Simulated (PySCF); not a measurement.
# C2H6F2P2 ((CH3)2PPF2): the cost of one run

The runs use PySCF 2.14.0, with density-fitted response routines of our own; the level of theory stands in each step. All values are computed, except where a source is named. Atoms count from 0, in the outputs and in this text.

### 1 The starting structure

12 atoms, charge 0, multiplicity 1; geometry from: GFN2-xTB.

Bonds of the start (Å): C0–P1 1.86, P1–C2 1.86, P1–P3 2.21, P3–F4 1.62, P3–F5 1.62, C0–H6 1.09, C0–H7 1.09, C0–H8 1.09, C2–H9 1.09, C2–H10 1.09, C2–H11 1.09.

### 2 Optimising the geometry at PBE0-D3(BJ)/def2-SVP

What the job is given:

```
{"job": {"xc": "PBE0", "basis": "def2-SVP", "d3": "d3bj", "grid": 1, "kind": "geom"}, "charge": 0, "multiplicity": 1}
C     -0.553983    -1.337331    -0.692815
P     -0.149935    -0.322978     0.807620
C      1.552058     0.235469     0.323000
P     -1.125572     1.499705     0.013639
F     -2.644524     1.121802     0.442300
F     -0.863253     2.449361     1.303425
H     -0.002815    -2.274009    -0.637814
H     -0.295464    -0.825120    -1.618191
H     -1.617528    -1.568803    -0.693087
H      1.866361     1.042188     0.982661
H      1.594802     0.575529    -0.710274
H      2.241052    -0.596499     0.453508
```

On the command line:

```sh
OMP_NUM_THREADS=1 python probes_run.py task.json out
```

The driver reads the jobs from task.json and runs them one after another.

**Question.** How long does this first job take on 1 thread of Arm Neoverse V2, shared host, and how much memory does it need?

About 29 s, with a peak of 0.51 GiB.
